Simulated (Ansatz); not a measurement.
**BH₄F (built from SMILES BF.[H][H]): molecular dynamics**

Aim: follow the atoms for 60 steps of 0.25 fs with a Langevin thermostat, with velocities drawn for 100 K, and see to which side of the barrier the system falls.

Method: PBE0-D4/def2-SVP; program: Ansatz 0.2.0, Gaussian basis.

**1. Starting geometry**

The start, a first-order saddle point found at PBE0-D4 in triple zeta: 6 atoms, charge 0, spin multiplicity 1.

Atoms are counted from 1 here; the program's logs count them from 0.

Bond lengths: B1–H3 1.189 Å, B1–H4 1.189 Å, B1–H5 1.433 Å, B1–H6 1.299 Å, F2–H5 1.128 Å. Angles: H3–B1–H4 123.4°, H3–B1–H5 118.2°, H3–B1–H6 110.4°, H4–B1–H5 118.2°, H4–B1–H6 110.4°, H5–B1–H6 46.4°, B1–H5–F2 78.3°.

Coordinates:

```
B    -0.3110    0.1111   -0.2313
F     1.3149    0.2017   -0.0971
H    -0.5880   -0.5783   -1.1598
H    -0.7778    1.1906   -0.0554
H     0.7013   -0.3458    0.6744
H    -0.3395   -0.5791    0.8692
```

**2. The run**

File md/in.yaml:

```yaml
crystal:
  periodic: [false, false, false]
  atoms:
    - {symbol: B, position_ang: [-0.310974, 0.111092, -0.231339]}
    - {symbol: F, position_ang: [1.314923, 0.201712, -0.097069]}
    - {symbol: H, position_ang: [-0.588001, -0.578327, -1.159838]}
    - {symbol: H, position_ang: [-0.777797, 1.190570, -0.055395]}
    - {symbol: H, position_ang: [0.701320, -0.345826, 0.674427]}
    - {symbol: H, position_ang: [-0.339471, -0.579120, 0.869214]}
basis:
  gaussian: {orbitals: def2-SVP}
hamiltonian: {xc: pbe0, dispersion: d4}
md: {n_steps: 60, timestep: 0.25, temperature: 100, ensemble: nvt_langevin, seed: 18, friction: 0.05, initial_velocities: maxwell_boltzmann}
```

Started as:

```console
$ ansatz run in.yaml --threads 2 --pin off --events-out ev --progress --plain --max-ram 4352MiB
```

What does the calculation give? Wanted: temperature at the start; mean temperature, second half; lowest and highest potential energy, from the first frame; largest change of potential + kinetic.

As calculated:

| quantity | value |
| --- | --- |
| length | 60 steps, 15.0 fs |
| temperature at the start | 83 K |
| mean temperature, second half | 79 K |
| lowest and highest potential energy, from the first frame | -4 and 39 meV |
| largest change of potential + kinetic | 30.0 meV |

In words: By the last frame it has not clearly left the saddle region. The thermostat trades energy with the molecule, so the sum of potential and kinetic energy isn't conserved: it changes by +14 meV over the run. The mean temperature of the second half is still well below the 100 K set. The instant temperature ranges from 35 to 124 K, as energy passes between motion and strain. Under Langevin the temperature counts 3N degrees of freedom, more than the drawn velocities fill, so it starts at 83 K, not 100 K.
